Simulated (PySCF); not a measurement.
# SiN and its ions

ROHF-CCSD(T); PySCF, no relativity, basis sets Si def2-SVP, N def2-SVP. Neutral (ROHF): doublet (σ ↑), Re = 1.598 Å, ωe = 1126 cm⁻¹, De = 3.85 eV.

SiN⁺ (UHF): triplet (π ↑↑), Re = 1.806 Å, ωe = 763 cm⁻¹, De = 1.90 eV to Si⁺ + N. The energies at the minima are -343.37875 hartree for SiN and -343.01751 for SiN⁺.

Q: Work out the adiabatic ionisation energy, without and with harmonic zero-point energies (1 hartree = 27.2114 eV, 1 eV = 8065.5 cm⁻¹), and the change of the bond length.

A: At CCSD(T): 0.36124 hartree = 9.830 eV between the minima; the zero-point term (763.0 − 1126.0)/2 cm⁻¹ = -0.023 eV makes it 9.807 eV. Re changes by +20.8 pm against the neutral. More than one orbital changes its filling between the two states.

Correlated steps freeze 6 core orbitals. UHF and ROHF references stand side by side, which adds small steps between rows. Correlated levels converge slowly with the basis: in double zeta they bind strong bonds too weakly, by up to about 1 eV, and carry superposition errors of some tenths. For an ion De counts to the pair picked by the measured ionisation energies or electron affinities, which need not be the lowest pair at this level. The CCSD T1 diagnostic is raised in SiN, a sign that a single reference may not be enough there. States were picked by a PBE0 search and need not be the measured ground states.

Neutral and ion stand on different kinds of reference determinant, which adds to the error of the difference.
